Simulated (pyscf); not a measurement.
## Four-centre exchange: `[OH][AlH2]` + `[H][H]` -> `[OH][AlH2]` + `[H][H]`

Gas phase, singlet surface, charge 0. Bonds broken: O1–H3, H6–H7. Bonds formed: O1–H6, H3–H7. Structures and frequencies: ωB97X-D3(BJ)/def2-SVP in PySCF.

Transition state (Å):

```xyz
7

O     -0.7096    -0.4275     0.3885
Al     0.1671     0.2498    -0.9442
H     -1.6885    -0.5358     1.0592
H     -0.5890     1.3021    -1.8434
H      1.6520    -0.2396    -1.1522
H     -0.7990    -1.1467     1.3328
H     -1.7507    -1.2355     1.9617
```

One imaginary mode, 2780i cm⁻¹; descent along it reached the two sides named.

```
bond   change  reactant side (Å)  saddle  product side
-----  ------  -----------------  ------  ------------
O1–H3  breaks              0.960   1.192         2.466
H6–H7  breaks              0.762   1.144           3.4
O1–H6   forms              2.470   1.190         0.960
H3–H7   forms                3.4   1.144         0.762
```

Electronic energies relative to the separated reactants (kcal/mol):

```csv
level,barrier,reaction energy,reverse barrier
ωB97X-D3(BJ)/def2-TZVP,70.0,0.0,70.0
PBE/def2-TZVP,60.4,0.0,60.4
r²SCAN/def2-TZVP,65.3,0.0,65.3
B3LYP-D3(BJ)/def2-TZVP,67.5,0.0,67.5
PBE0-D3(BJ)/def2-TZVP,65.3,0.0,65.3
M06-2X/def2-TZVP,70.7,0.0,70.7
ωB97M-D3(BJ)/def2-TZVP,68.0,0.0,68.0
HF/def2-TZVP,88.1,0.0,88.1
```

With ωB97M-D3(BJ)/def2-TZVP energies and thermal terms (ideal gas, 1 atm, RRHO with modes under 100 cm⁻¹ raised to 100, one conformer, R ln 2 for chiral ones without a mode under 150 cm⁻¹), in kcal/mol:

```tsv
T (K)	ΔH‡	ΔG‡	ΔH	ΔG
298	65.7	73.5	0.0	0.0
600	65.1	81.8	0.0	0.0
900	65.1	90.1	0.0	0.0
1200	65.5	98.4	0.0	0.0
```

The same reactants have a lower exit, to AlH₃ + H₂O (highest point, the separated products, at +30.1 kcal/mol at ωB97M-D3(BJ)/def2-TZVP, against +68.0 kcal/mol here). Another saddle between the same species, by other bonds, lies lower (26.4 kcal/mol against 68.0 kcal/mol at ωB97M-D3(BJ)/def2-TZVP).
